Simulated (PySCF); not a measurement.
C4H8 (1-butene), optimised at HF/6-31G*:

```xyz
12

C      1.3039    -0.5512     0.2181
C      0.5316     0.7585     0.0849
C     -0.9678     0.6312    -0.0068
C     -1.6767    -0.4814     0.0156
H      2.3697    -0.3557     0.2767
H      1.1319    -1.2001    -0.6346
H      1.0157    -1.0908     1.1144
H      0.8814     1.2962    -0.7949
H      0.7667     1.4040     0.9297
H     -1.4927     1.5696    -0.1004
H     -1.2287    -1.4546     0.1061
H     -2.7495    -0.4568    -0.0573
```

Method: PySCF energies (xtb for GFN2) plus ideal-gas RRHO corrections (1 bar). 6-31G* has spherical d functions here. All species are closed-shell singlets. B3LYP is the form with VWN-RPA correlation.

Task: List the harmonic frequencies (cm⁻¹, unscaled) at this level and at the other levels, each on its own geometry.

Result: 
- HF/6-31G*: 159, 289, 297, 582, 611, 873, 893, 1066, 1077, 1115, 1143, 1220, 1244, 1415, 1449, 1521, 1564, 1595, 1630, 1645, 1655, 1877, 3180, 3200, 3204, 3266, 3270, 3314, 3340, 3410
- B3LYP/6-31G*: 159, 268, 278, 545, 562, 811, 846, 933, 1006, 1042, 1042, 1120, 1154, 1306, 1343, 1398, 1437, 1475, 1508, 1529, 1540, 1733, 3012, 3031, 3051, 3117, 3120, 3139, 3168, 3242
- GFN2-xTB: 128, 259, 282, 525, 556, 818, 888, 896, 1012, 1023, 1061, 1088, 1138, 1246, 1303, 1347, 1407, 1421, 1471, 1505, 1512, 1725, 2928, 2952, 3032, 3038, 3038, 3041, 3108, 3132
- PBE/def2-SVP: 168, 264, 269, 532, 541, 775, 834, 891, 970, 999, 1003, 1053, 1108, 1232, 1273, 1316, 1349, 1379, 1391, 1418, 1432, 1672, 2942, 2971, 2973, 3057, 3062, 3065, 3080, 3170
- PBE0/def2-TZVP: 170, 264, 277, 545, 564, 802, 857, 946, 1005, 1035, 1039, 1104, 1150, 1288, 1329, 1376, 1405, 1446, 1465, 1489, 1501, 1724, 3023, 3045, 3051, 3122, 3128, 3143, 3162, 3243
